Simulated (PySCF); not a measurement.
# Argon: a sound run and one with changed settings

Sound run: Ar [Ar], Ar⁺ [Ne] 3s2 3p5. Computed with PySCF 2.14 in def2-SVP (4s3p1d, 18 functions), with no relativity, point nucleus. In the sound run the correlated levels freeze [Ne]. The sound run starts from symmetry-adapted Hartree-Fock orbitals and uses a fine grid where one is needed.

Changed run: the spin-free X2C one-electron Hamiltonian (Gaussian nucleus). This setting is unsound on purpose.

| species | method | sound run (hartree) | changed run (hartree) | converged |
| --- | --- | --- | --- | --- |
| Ar | UHF | -526.62338 | -528.21446 | yes |
| Ar | M06-2X | -527.34139 | -528.93196 | yes |
| Ar | TPSS | -527.36863 | -528.95852 | yes |
| Ar | MP2 | -526.76442 | -528.35545 | yes |
| Ar | CCSD(T) | -526.77650 | -528.36749 | yes |
| Ar⁺ | UHF | -526.08638 | -527.67792 | yes |
| Ar⁺ | M06-2X | -526.76278 | -528.35395 | yes |
| Ar⁺ | TPSS | -526.79306 | -528.38355 | yes |
| Ar⁺ | MP2 | -526.20047 | -527.79189 | yes |
| Ar⁺ | CCSD(T) | -526.21787 | -527.80924 | yes |

Ionisation energy of Ar:

```
 method  sound run (eV)  changed run (eV)
    UHF          14.613            14.600
 M06-2X          15.745            15.728
   TPSS          15.662            15.646
    MP2          15.346            15.335
SCS-MP2          15.258            15.247
   CCSD          15.206            15.195
CCSD(T)          15.201            15.191
```

Most of the change in total energy is the relativistic energy itself. On top of that the contraction fixes the core shape for the Hamiltonian it was made with, so the changed run is not a good calculation with the other Hamiltonian either.

For comparison, NIST gives 15.760 eV between the lowest levels.
